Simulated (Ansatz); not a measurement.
The cluster Al3H4⁻. Total charge -1; singlet. Geometry r2SCAN-D4/def2-TZVPD.

```xyz
7

Al   -2.153    1.239   -0.541
Al   -0.133   -0.068    0.176
Al    1.622   -1.509    1.247
H    -0.468    1.664   -0.081
H     1.495    0.235    0.826
H     0.790   -1.500   -0.346
H    -1.153   -0.061   -1.281
```

The restricted singlet is unstable towards broken spin symmetry in Hartree–Fock (as tested in another run); at PBE-D4/def2-TZVPD, r2SCAN-D4/def2-TZVPD, PBE0-D4/def2-TZVPD, BHLYP-D4/def2-TZVPD and others this wasn't settled. Another isomer (singlet) lies 0.69 eV lower at PBE0-D4/def2-TZVPD; other spin states weren't run for this one.

Task: Estimate the orbital energies around the gap (eV) in Ansatz with PBE-D4/def2-TZVPD, r2SCAN-D4/def2-TZVPD, PBE0-D4/def2-TZVPD, BHLYP-D4/def2-TZVPD, ωB97M-V/def2-TZVPD.

Result: 
```csv
orbital,PBE-D4/def2-TZVPD,r2SCAN-D4/def2-TZVPD,PBE0-D4/def2-TZVPD,BHLYP-D4/def2-TZVPD,ωB97M-V/def2-TZVPD
HOMO−9,-64.22,-66.16,-69.03,-73.89,-71.40
HOMO−8,-64.21,-66.15,-69.02,-73.88,-71.40
HOMO−7,-64.20,-66.13,-69.01,-73.88,-71.40
HOMO−6,-7.95,-8.53,-9.68,-11.18,-12.24
HOMO−5,-6.53,-7.06,-8.09,-9.43,-10.43
HOMO−4,-3.91,-4.33,-5.21,-6.36,-7.38
HOMO−3,-2.62,-2.99,-3.77,-4.84,-5.78
HOMO−2,-1.67,-1.79,-2.54,-3.25,-4.48
HOMO−1,-0.88,-1.03,-1.70,-2.40,-3.49
HOMO,-0.37,-0.52,-0.99,-1.39,-2.45
LUMO,1.16,1.15,1.68,2.40,3.11
LUMO+1,2.45,2.83,2.93,3.36,3.62
LUMO+2,2.64,2.84,3.25,3.81,4.00
LUMO+3,3.02,3.39,3.51,3.93,4.15
LUMO+4,3.10,3.41,3.53,3.94,4.39
LUMO+5,3.14,3.68,3.58,3.99,4.61
```
